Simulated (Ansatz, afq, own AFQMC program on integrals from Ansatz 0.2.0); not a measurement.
# GeO, singlet: AFQMC among the cluster methods

```xyz
2

Ge    0.0000    0.0000    0.0000
O     0.0000    0.0000    1.3000
```

Basis cc-pVDZ. Noble-gas cores (and the filled d shells of Ga–Kr and In–Xe) are frozen. AFQMC by an in-house program on the Cholesky factors that Ansatz 0.2.0 writes for its CCSD(T) run. ph-AFQMC/CISD is guided by a CISD state made of CCSD amplitudes; releasing the constraint for a short imaginary time cuts its bias at the price of noise, slowly where states lie close. ± is one standard error of the sampling. No spin–orbit coupling.

Determinant: RHF, the one that the program's search chose, which needn't be the lowest solution. The geometry is a point of a scan.

No full CI on the walks' own integrals is used here; CCSDT(Q) serves as the reference and is uncertain by about the last step of the cluster series.

Cautions: no relativity below Rb; no spin-orbit coupling; inner d shell frozen.

The T1 diagnostic is 0.0200, the weight of the determinant in the CISD state is 0.900 and the size of the correlated space is 10 electrons in 26 orbitals.

```json
{"level": "MP2", "correlation energy (eV)": "-6.7540"}
{"level": "CCSD", "correlation energy (eV)": "-6.9541"}
{"level": "CCSD(T)", "correlation energy (eV)": "-7.1615"}
```

Problem. Estimate where AFQMC with the constraint released lies against CCSD(T) on the same integrals.

Solution. 4.3 ± 1.3 kJ/mol below CCSD(T).

Reference: CCSDT(Q), correlation energy -7.201 eV. The released energy is read at 2.40 1/Eh (meV from the phaseless value at times in 1/Eh: 6 ± 10 at 0.24, -4 ± 8 at 0.51, 4 ± 9 at 0.99, -8 ± 9 at 1.62, -5 ± 13 at 2.40).

| level | E − E(reference) (kJ/mol) | share of correlation (%) |
| --- | --- | --- |
| CCSD(T) | 3.8 | 99.45 |
| CCSDT | 2.7 | 99.61 |
| ph-AFQMC/HF | -9.2 ± 5.0 | 101.32 |
| ph-AFQMC/CISD | 0.0 ± 1.0 | 100.00 |
| released AFQMC | -0.5 ± 1.3 | 100.07 |

A walk keeps the symmetry of its determinant, which the program's search chose and which needn't be the lowest solution, so a lower state of the same spin and another symmetry isn't excluded. Released energies are given only where the last usable release times agree within the noise; a slower fall can still hide under it.
